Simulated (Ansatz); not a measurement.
# Structure relaxation of Si3O2

Theory: DFT PBE, scalar-relativistic, plane waves, PAW in Ansatz 0.2.0. Cutoff 420 eV, Γ-centred k mesh, Gaussian smearing, no spin polarisation in the final step.

Si3O2 was placed on the anti-A-type sesquioxide structure type (P-3m1, No. 164), with O in place of La, Si in place of O, at a guessed volume.

```
CELL_PARAMETERS angstrom
3.51344 0.00000 0.00000
-1.75672 3.04273 0.00000
0.00000 0.00000 5.46634
ATOMIC_POSITIONS crystal
Si 0.00000 0.00000 0.00000
Si 0.33333 0.66667 0.64500
Si 0.66667 0.33333 0.35500
O 0.33333 0.66667 0.24500
O 0.66667 0.33333 0.75500
```

Steps on the 6×6×4 mesh (5 atoms). 12 of 38 steps are shown, and the free energy counts from the last. Trial steps that were taken back and renewals of the plane-wave basis can be among the rows.

```csv
step,ΔF (meV/atom),V (Å³/atom),P (GPa),largest force component (eV/Å)
1,1809.7,11.69,24.71,1.868
4,1300.3,13.73,-8.89,0.544
8,860.4,11.54,2.67,1.140
11,746.0,11.24,2.59,0.478
14,687.2,10.78,2.92,0.109
18,345.0,11.10,12.09,0.250
21,146.4,11.41,8.01,0.068
25,95.6,12.33,-0.03,0.001
28,23.1,13.04,1.39,0.039
31,7.4,13.75,0.47,0.004
35,1.4,14.59,0.25,0.012
38,0.0,15.14,0.15,0.024
```

Steps on the 18×18×4 mesh (5 atoms). 7 of 14 steps are shown, and the free energy counts from the last.

```csv
step,ΔF (meV/atom),V (Å³/atom),P (GPa),largest force component (eV/Å)
1,4.1,15.14,-1.19,0.322
2,0.7,15.18,-0.28,0.090
6,0.3,15.34,0.06,0.003
8,0.7,15.57,0.02,0.008
9,0.1,15.57,0.05,0.010
12,0.0,15.74,0.02,0.002
14,0.0,15.83,0.01,0.003
```

A final relaxation ran on a 18×18×4 mesh. The relaxed crystal, P-3m1 (No. 164):

```
Si O
1.0
     2.70144    0.00000    0.00000
    -1.35072    2.33952    0.00000
     0.00000    0.00000   12.52054
Si O
3 2
Direct
  0.00000 0.00000 0.00000
  0.33333 0.66667 0.58385
  0.66667 0.33333 0.41615
  0.33333 0.66667 0.07306
  0.66667 0.33333 0.92694
```

For Si3O2, the volume per atom is 15.8 Å³. The density is 2.4 g/cm³, the energy over the elements is -1.20 eV/atom and the gap on the 18×18×4 mesh is 0 eV (a metal).

Energies over the elements count from the elements' standard structures at the same level (O₂ as a molecule), with no empirical corrections.

The final run used a 18×18×4 mesh on its 5-atom cell and 0.10 eV smearing. For metals, differences of a few meV/atom aren't resolved. No dispersion correction is applied, so the spacing between layers, chains or molecules is poorly fixed, and with it the volume and density.

Symmetry constrained the relaxation, so the result can be a saddle point.

Cost: 3 runs of about 6.2 core-minutes in all, on Intel Xeon Platinum 8259CL (Skylake/Cascade Lake) (shared hosts).